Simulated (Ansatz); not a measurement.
# BSiHO (singlet): wave-function methods side by side at a displaced geometry (v2), cc-pVDZ

An exercise on one series of results from a longer session: the logs are not shown, and one member is left open.

Computed with Ansatz 0.2.0, Gaussian basis. Level: cc-pVDZ, core rule «outside noble gas», up to 7 orbitals frozen.

To be run: UHF; CCSD(T) on RHF; CCSD(T) on UHF; BCCD(T) on RHF; CISD; CCSDT(Q) on RHF; CCSDT(Q) on UHF; CASSCF and MRCISD+Q, 8 electrons in 8 orbitals; CASSCF and NEVPT2, 8 electrons in 8 orbitals.

14 further runs of the same task are left out: 6 that didn't finish, 8 set aside as unsound or not needed. Runs told in other sessions of the task aren't counted.

### The geometry

The geometry is a PBE0/def2-TZVP stationary point (not a proven minimum) with its atoms shifted at random (size 0.100 Å).

4 atoms, charge 0, spin multiplicity 1.

Atoms are counted from 1 here; the program's logs count them from 0.

Bond lengths: O1–B2 1.205 Å, B2–Si3 2.042 Å, Si3–H4 1.468 Å. Angles: O1–B2–Si3 168.6°, B2–Si3–H4 88.1°.

Set-up of the first run:

in.yaml reads:

```yaml
crystal:
  periodic: [false, false, false]
  atoms:
    - {symbol: O, position_ang: [0.076315, 0.034989, 1.912210]}
    - {symbol: B, position_ang: [-0.088559, 0.060902, 0.718660]}
    - {symbol: Si, position_ang: [-0.011939, -0.092612, -1.316621]}
    - {symbol: H, position_ang: [0.071170, 1.371953, -1.374774]}
basis:
  gaussian: {orbitals: cc-pVDZ}
magnetization: {spin_polarized: true, initial_magnetization: 0}
hamiltonian: {xc: hf}
output: {orbitals: {seedname: orbitals}}
```

The run is started by

```
$ ansatz run in.yaml --threads 1 --pin off --events-out ev --progress --plain --max-ram 2393MiB
```

Steps of the session up to this table: UHF; CCSD(T) on RHF; CCSD(T) on UHF; BCCD(T) on RHF; CISD; CCSDT(Q) on RHF; CCSDT(Q) on UHF; CASSCF and MRCISD+Q, 8 electrons in 8 orbitals; CASSCF and NEVPT2, 8 electrons in 8 orbitals.

One table of the session follows, with a row left open; its other results are not shown here.

| method | from RCCSDT(Q) (meV) |
| --- | --- |
| RHF | +10343.8 |
| UHF | +10251.8 |
| RMP2 | +1111.2 |
| UMP2 | +1260.8 |
| CISD | +1501.4 |
| RCCSD | +424.3 |
| UCCSD | +435.6 |
| RCCSD(T) | +67.3 |
| UCCSD(T) | +74.6 |
| BCCD(T) | ? |
| RCCSDT | +37.6 |
| UCCSDT | +39.0 |
| RCCSDT(Q) | 0 |
| UCCSDT(Q) | 0.0 |

Estimate the missing values for BCCD(T).

The run gave: from RCCSDT(Q) (meV): +64.3. In the column «from RCCSDT(Q) (meV)» it lies between UCCSDT (+39.0) and RCCSD(T) (+67.3).

Not comparable, so not listed: CASSCF and NEVPT2, 8 electrons in 8 orbitals (they don't share determinant, frozen orbitals or solution with the rows shown, or repeat one).

To keep in mind: Left out of the table: CASSCF frontier, MRCISD frontier, MRCISD+Q frontier (the active space lost an orbital or holds another state than full CI finds). Restricted and unrestricted rows rest on different reference determinants; a gap between their highest levels can come from leftover correlation error, from unlike frozen cores or from another state. Warnings in the runs' records: passed over end.
